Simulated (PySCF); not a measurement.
Gas-phase reaction: B2H6 + 4 Cl → 2 BHCl2 + 2 H2

Energies from PySCF, thermal terms from the rigid-rotor harmonic-oscillator model, ideal gas at 1 bar. † marks an energy on the PBE0/def2-TZVP geometry and frequencies; other levels use their own. 6-31G* has spherical d functions here. Open shells (unrestricted): Cl (multiplicity 2); the rest are closed-shell singlets. Spin-orbit splitting is ignored; it lowers the true energy and changes the entropy of Cl. B3LYP is the form with VWN-RPA correlation.

B3LYP/def2-TZVP† gives ΔH°(298 K) = -989 kJ.

Question: What do B3LYP/6-31G*, M06-2X/def2-TZVP†, HF/6-31G* give?

Answer: B3LYP/6-31G*: -973 kJ; M06-2X/def2-TZVP†: -1037 kJ; HF/6-31G*: -722 kJ. For scale, ΔH°(298 K) is -989 kJ at this level, -1042 kJ at ωB97M-V/def2-TZVP†, and runs from -1174 to -722 kJ over the 20 levels computed.
